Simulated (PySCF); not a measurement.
Isomers of C4H5NS.

All values: PBE0/def2-SVPD (PySCF) at GFN2-xTB geometries, gas phase, one conformer each. Core orbitals are frozen in the response; Δα² is half the sum of the squared differences of the principal polarisabilities.

Problem. Rank by dipole moment, lowest first.
A. `[N:1]#[C:2][C:3]1([SH:4])[CH2:5][CH2:6]1` with C2–C3–S4–H -63°
B. 5-methylthiazole, `Cc1cncs1`
C. 2-methylthiazole, `Cc1nccs1`
D. `[CH3:1][S:2]/[CH:3]=[CH:4]/[C:5]#[N:6]` with C1–S2–C3–C4 0°
E. `c1(cccs1)N`

Solution. C (1.10 D), E (1.67 D), B (1.98 D), A (3.84 D), D (5.15 D).

Problem. Rank by mean static polarisability, lowest first.
A. `[CH3:1][S:2]/[CH:3]=[CH:4]/[C:5]#[N:6]` with C1–S2–C3–C4 0°
B. `Nc1cccs1`
C. `[N:1]#[C:2][C:3]1([SH:4])[CH2:5][CH2:6]1` with C2–C3–S4–H -63°

Solution. C (10.22 Å³), B (10.68 Å³), A (11.65 Å³).

Problem. Rank by polarisability anisotropy Δα, lowest first.
A. `[CH3:1][S:2]/[CH:3]=[CH:4]/[C:5]#[N:6]` with C1–S2–C3–C4 0°
B. `Cc1sccn1` (2-methylthiazole)
C. `NC1=CC=CS1`
D. `[N:1]#[C:2][C:3]1([SH:4])[CH2:5][CH2:6]1` with C2–C3–S4–H -63°

Solution. D (2.66 Å³), B (5.02 Å³), C (5.64 Å³), A (9.55 Å³).

All values together:

```json
{"SMILES": "CS/C=C/C#N", "μ (D)": "5.15", "HOMO (eV)": "-7.00", "LUMO (eV)": "-1.46", "α (Å³)": "11.65", "Δα (Å³)": "9.55"}
{"SMILES": "Nc1cccs1", "μ (D)": "1.67", "HOMO (eV)": "-5.69", "LUMO (eV)": "-0.01", "α (Å³)": "10.68", "Δα (Å³)": "5.64"}
{"SMILES": "Cc1nccs1", "μ (D)": "1.10", "HOMO (eV)": "-7.02", "LUMO (eV)": "-0.73", "α (Å³)": "10.31", "Δα (Å³)": "5.02"}
{"SMILES": "N#CC1(S)CC1", "μ (D)": "3.84", "HOMO (eV)": "-7.55", "LUMO (eV)": "-0.54", "α (Å³)": "10.22", "Δα (Å³)": "2.66"}
{"SMILES": "Cc1cncs1", "μ (D)": "1.98", "HOMO (eV)": "-7.09", "LUMO (eV)": "-0.77", "α (Å³)": "10.25", "Δα (Å³)": "4.97"}
```

Conformers: `[CH3:1][S:2]/[CH:3]=[CH:4]/[C:5]#[N:6]` with C1–S2–C3–C4 0°; `[N:1]#[C:2][C:3]1([SH:4])[CH2:5][CH2:6]1` with C2–C3–S4–H -63°.
